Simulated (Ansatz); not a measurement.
One change: `CC(C)(O)Cl` becomes `CC(O)(Cl)CF`.

Ansatz, PBE0-D4/def2-TZVP geometries, multiplicity 1. Each molecule was computed in one conformer, which needn't be the lowest.

```
                                      property  `CC(C)(O)Cl`
            HOMO energy (PBE0/def2-TZVPP) / eV         -8.26
           HOMO–LUMO gap (PBE/def2-TZVPP) / eV          6.29
         LUMO energy (ωB97M-V/def2-TZVPP) / eV          2.22
           HOMO energy (B3LYP/def2-TZVPP) / eV         -8.00
             HOMO energy (PBE/def2-TZVPP) / eV         -6.75
size of the dipole moment (PBE/def2-TZVPP) / D          2.09
```

Task: What does the change do to each property? (Best estimate.)

Result: The calculation gave: 
```
                                      property  `CC(O)(Cl)CF`  shift
            HOMO energy (PBE0/def2-TZVPP) / eV          -8.46  -0.20
           HOMO–LUMO gap (PBE/def2-TZVPP) / eV           6.37   0.08
         LUMO energy (ωB97M-V/def2-TZVPP) / eV           2.55   0.33
           HOMO energy (B3LYP/def2-TZVPP) / eV          -8.20  -0.20
             HOMO energy (PBE/def2-TZVPP) / eV          -6.94  -0.19
size of the dipole moment (PBE/def2-TZVPP) / D           2.26   0.17
```

With PBE0 the HOMO falls by 0.20 eV and the LUMO falls by 0.05 eV, so the gap widens by about 0.15 eV. PBE moves the HOMO by -0.19 eV and ωB97M-V by -0.21 eV. Dipoles are sizes alone; their direction can turn.

Positive LUMOs are unbound, so they and the gaps depend on the basis.

B3LYP here is the variant with VWN-RPA as its local correlation; programs differ in this.
